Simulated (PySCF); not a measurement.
From a raw peak list to a structure

Formula C₅H₆. The spectrum was simulated from the full spin Hamiltonian at 600 MHz with 1.2 Hz Lorentzian lines, from shifts rounded to 0.01 ppm and J to 0.1 Hz, couplings under 1 Hz left out.

```csv
region,integral (H),ppm,Hz,height
1,1,6.486,3891.7,12
1,,6.484,3890.5,20
1,,6.482,3889.3,13
1,,6.465,3879.2,40
1,,6.457,3873.9,15
1,,6.455,3872.7,23
1,,6.452,3871.5,15
1,,6.449,3869.2,16
1,,6.447,3867.9,24
1,,6.445,3866.8,16
1,,6.436,3861.4,43
1,,6.419,3851.4,15
1,,6.417,3850.2,24
1,,6.415,3849.0,15
2,1,6.074,3644.4,24
2,,6.072,3643.4,24
2,,6.060,3636.0,50
2,,6.058,3635.0,52
2,,6.056,3633.4,29
2,,6.054,3632.3,26
2,,6.046,3627.6,29
2,,6.044,3626.6,32
2,,6.042,3624.9,48
2,,6.040,3623.9,46
2,,6.027,3616.5,24
2,,6.026,3615.5,24
3,1,5.459,3275.4,42
3,,5.455,3272.8,81
3,,5.450,3270.2,44
3,,5.429,3257.6,40
3,,5.425,3255.0,77
3,,5.421,3252.4,42
4,1,5.285,3171.0,25
4,,5.283,3170.0,28
4,,5.280,3168.2,51
4,,5.279,3167.2,52
4,,5.276,3165.5,33
4,,5.274,3164.5,30
4,,5.266,3159.6,25
4,,5.264,3158.5,28
4,,5.261,3156.8,50
4,,5.260,3155.8,50
4,,5.257,3154.1,32
4,,5.255,3153.0,28
5,2,5.182,3109.4,55
5,,5.180,3108.1,66
5,,5.178,3106.8,100
5,,5.176,3105.5,100
5,,5.174,3104.1,63
5,,5.171,3102.8,56
5,,5.168,3101.1,60
5,,5.166,3099.8,67
5,,5.164,3098.4,98
5,,5.162,3097.2,96
5,,5.160,3095.8,58
5,,5.157,3094.5,47
```

¹³C{¹H} NMR (computed): δ 226.8, 141.6, 121.8, 100.5, 79.6.

Single conformer, non-relativistic, fast rotation and ring inversion assumed for equivalent nuclei, no solvent model. GFN2-xTB structure; shielding tensors at PBE0/pcSseg-1 (GIAO); couplings computed with B3LYP/pcJ-1 (without the spin–dipole term); PySCF 2.14.0 with density-fitted response routines.

Referencing at the same level of theory: ¹H, ¹³C against TMS.

Task: Analyse the multiplets.

Result: ¹H NMR (600 MHz, computed): δ 6.45 (dtt, J = 17.8, 11.3, 1.3 Hz, 1H), 6.05 (dtd, J = 11.1, 8.4, 1.1 Hz, 1H), 5.44 (dt, J = 17.8, 2.6 Hz, 1H), 5.27 (dtd, J = 11.5, 2.8, 1.1 Hz, 1H), 5.17 (dtd, J = 8.4, 2.7, 1.3 Hz, 2H). These are first-order names from the parameters used; overlap and second-order distortion can hide them in the list.

Task: What is the compound?

Result: `C=C=CC=C`.

Atom-mapped SMILES (the numbers label the heavy atoms): `[CH2:1]=[C:2]=[CH:3][CH:4]=[CH2:5]`. Hydrogens are named by the atom that carries them. Ha(C5) is cis to C3; Hb(C5) is trans to C3.

1. δ 6.45: H(C4), hydrogen on an alkene CH, coupled to Ha(C5) (17.8 Hz), Hb(C5) and H(C3) (11.3 Hz), H(C1) (1.3 Hz).
2. δ 6.05: H(C3), hydrogen on a terminal carbon of a cumulated C=C=C unit, coupled to H(C4) (11.1 Hz), H(C1) (8.4 Hz), Hb(C5) (1.1 Hz).
3. δ 5.44: Ha(C5), hydrogen on a terminal =CH2 carbon, coupled to H(C4) (17.8 Hz), H(C1) (2.6 Hz).
4. δ 5.27: Hb(C5), hydrogen on a terminal =CH2 carbon, coupled to H(C4) (11.5 Hz), H(C1) (2.8 Hz), H(C3) (1.1 Hz).
5. δ 5.17: H(C1), hydrogen on a terminal carbon of a cumulated C=C=C unit, coupled to H(C3) (8.4 Hz), Hb(C5) and Ha(C5) (2.7 Hz), H(C4) (1.3 Hz).

This is the structure that produced the data.

Splittings below 1 Hz are ignored in the labels, and close J values are merged. Unscaled 3J(H,H) at this level run about 10 % above measured values. Shifts are as computed. Against solution values, carbons near 30 ppm lie about +3 ppm off and those near 130 ppm about +5 ppm. Of 1211 compounds with measured shifts, 218 miss one by over three times the rms of a fit or turn the order of signals round; such compounds aren't used in these exercises.
